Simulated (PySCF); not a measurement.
PySCF input:

```python
from pyscf import gto, scf, mp, cc as ccmod

mol = gto.M(
    atom='''
    Al   -0.08848961    0.15669812    0.36540634
    F    -1.32578174   -0.90602136   -0.15113852
    F     0.07325047    1.39829894   -0.80050560
    F     1.38034959   -0.71861932    0.42383495
    ''',
    basis='cc-pvdz',
    charge=-1,
    spin=1,
    verbose=4,
)

mf = scf.UHF(mol)
mf.conv_tol = 1e-10
mf.max_cycle = 100
mf.kernel()
mo, _, stable, _ = mf.stability(return_status=True)
if not stable:
    mf.kernel(mf.make_rdm1(mo, mf.mo_occ))
mp2 = mp.MP2(mf, frozen=8).run()
cc = ccmod.CCSD(mf, frozen=8)
cc.max_cycle = 100
cc.kernel()
et = cc.ccsd_t()
print(f'E(CCSD(T)) = {cc.e_tot + et:.9f}')
```

Problem. Predict the final energy.

Solution. -541.11347 Eh (CCSD(T)/cc-pVDZ).
